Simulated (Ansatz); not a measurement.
The input, for Ansatz 0.2.0:

```yaml
crystal:
  periodic: [false, false, false]
  atoms:
    - {symbol: Al, position_ang: [0.086939, -0.094157, 1.743827]}
    - {symbol: P, position_ang: [-0.077936, 0.199079, -0.637562]}
    - {symbol: B, position_ang: [-0.001315, -0.474584, -2.437756]}
    - {symbol: H, position_ang: [0.081793, 1.493142, -0.941391]}
basis:
  gaussian: {orbitals: cc-pVDZ}
magnetization: {spin_polarized: false}
correlation: {method: ccsdt_q, electrons: outside_noble_gas}
```

```sh
$ ansatz run in.yaml --threads 1 --pin off --events-out ev --progress --plain --max-ram 2393MiB
```

Log:

```
1047 factors; integrals over basis functions are off by at most 1.9e-7 eV
mean field evaluation 1: about -16537.7544 eV, gradient 1.3e1 eV
mean field evaluation 2: about -16537.7786 eV, gradient 1.3e1 eV
mean field evaluation 4: about -16538.8513 eV, gradient 2.0e0 eV
mean field evaluation 8: about -16538.9090 eV, gradient 2.5e-1 eV
mean field evaluation 16: about -16537.7540 eV, gradient 1.3e1 eV
mean field evaluation 32: about -16536.9974 eV, gradient 1.4e1 eV
mean field evaluation 64: about -16525.6443 eV, gradient 9.5e0 eV
mean field evaluation 96: about -16517.7598 eV, gradient 3.6e1 eV
mean field evaluation 128: about -16533.1565 eV, gradient 1.1e-2 eV
mean field evaluation 160: about -16525.2323 eV, gradient 1.1e1 eV
mean field -16538.91019137 eV, -607.7937390570 hartree, gradient 1.7e-6 eV, S^2 0.000000; 6 other end points of the search recorded, 0 dependent functions left out; unrestricted orbitals would lower it
11 core orbitals not correlated: weight in the atoms' cores, before any rotation towards them, 1.000 or more for the frozen orbitals, at most 0.000 for the correlated occupied ones
reference -16538.91019137 eV, -607.7937390570 hartree; 6, 6 occupied and 38, 38 virtual orbitals, 1047 factors
second order -6.09719805 eV of doubles, -0.00000000 eV of singles
...
cycle  13  -7.77409655 eV  change    8.5e-5 eV  update   1.4e-4
cycle  14  -7.77396485 eV  change    1.3e-4 eV  update   8.0e-5
cycle  15  -7.77401618 eV  change   -5.1e-5 eV  update   4.8e-5
cycle  16  -7.77408554 eV  change   -6.9e-5 eV  update   2.6e-5
cycle  17  -7.77409403 eV  change   -8.5e-6 eV  update   1.4e-5
cycle  18  -7.77410150 eV  change   -7.5e-6 eV  update   9.8e-6
cycle  19  -7.77410298 eV  change   -1.5e-6 eV  update   6.3e-6
cycle  20  -7.77409555 eV  change    7.4e-6 eV  update   3.8e-6
cycle  21  -7.77409069 eV  change    4.9e-6 eV  update   2.0e-6
cycle  22  -7.77409061 eV  change    8.5e-8 eV  update   1.2e-6
perturbative correction -0.03228293 eV, -0.0011863759 hartree
Total energy: -16546.71656491 eV, -608.0806179933 hartree
```

Ran on 1 thread of Intel Xeon, shared host: 64 s wall, 0.36 GiB peak host memory.
